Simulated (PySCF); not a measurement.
Two species compared at the same levels of theory.

First species: methyl cyclopropyl ketone, C5H8O.
Structure used (PBE0-D3(BJ)/def2-TZVP), in Å, numbered top down from 1:
```xyz
14
C5H8O angstrom
C      2.019   -0.446   -0.771
C      0.762   -0.537    0.050
O      0.682   -1.249    1.025
C     -0.376    0.303   -0.398
C     -1.218    0.943    0.684
C     -1.768   -0.190   -0.091
H      1.813   -0.756   -1.799
H      2.795   -1.077   -0.343
H      2.361    0.592   -0.815
H     -0.232    0.867   -1.311
H     -0.900    0.742    1.699
H     -1.589    1.941    0.491
H     -1.818   -1.152    0.403
H     -2.532    0.006   -0.832
```

Second species: Cyclopentanone, C5H8O.
SMILES: `O=C1CCCC1`

Levels: CAM-B3LYP/aug-cc-pVTZ for HOMO energy, LUMO energy, HOMO–LUMO gap and static isotropic polarisability; TDDFT CAM-B3LYP/aug-cc-pVTZ for lowest singlet excitation; TDA CAM-B3LYP/aug-cc-pVTZ for lowest triplet excitation (Tamm–Dancoff). Geometries: PBE0-D3(BJ)/def2-TZVP. Each structure is a single optimised conformer of the isolated species, non-relativistic unless stated; the electronic structure was computed with PySCF and density fitting.

The conformers computed, where there is a choice (atom-mapped SMILES and torsion angles):
- `[CH3:1][C:2](=[O:3])[CH:4]1[CH2:5][CH2:6]1`: C1–C2–C4–C5 -142°

The conformers of `O=C1CCCC1` aren't listed.

**Question.** Which of the two has the higher HOMO energy, and by how much?

**Answer.** The second: -8.46 eV against -8.70 eV, a difference of 0.24 eV.

**Question.** Which has the higher HOMO–LUMO gap?

**Answer.** The first: 8.88 eV against 8.61 eV, a difference of 0.27 eV.

**Question.** Which has the higher T1 energy?

**Answer.** The first: 4.11 eV against 3.81 eV, a difference of 0.30 eV.

**Question.** Which of the two has the higher S1 energy, and by how much?

**Answer.** The first: 4.62 eV against 4.32 eV, a difference of 0.30 eV.

**Question.** Which of the two has the higher static isotropic polarisability, and by how much?

**Answer.** The first: 61.8 au against 59.9 au, a difference of 1.9 au.

On the first: The polarisability is 9.15 Å³ as a volume (1 au = 0.148185 Å³), or 1.34 au for each of the 46 electrons. In wavenumbers S1 is 37300 cm⁻¹ (1 eV = 8065.54 cm⁻¹). Geometry: PBE0-D3(BJ)/def2-TZVP, one conformer, isolated molecule.

On the second: The principal polarisabilities are 50.2, 62.2 and 67.3 au; their mean is the isotropic value. No computed singlet falls in the visible range (750 to 380 nm, 1.65 to 3.26 eV); S1 lies 1.06 eV above its blue end. Isolated species at its PBE0-D3(BJ)/def2-TZVP geometry (one conformer only).
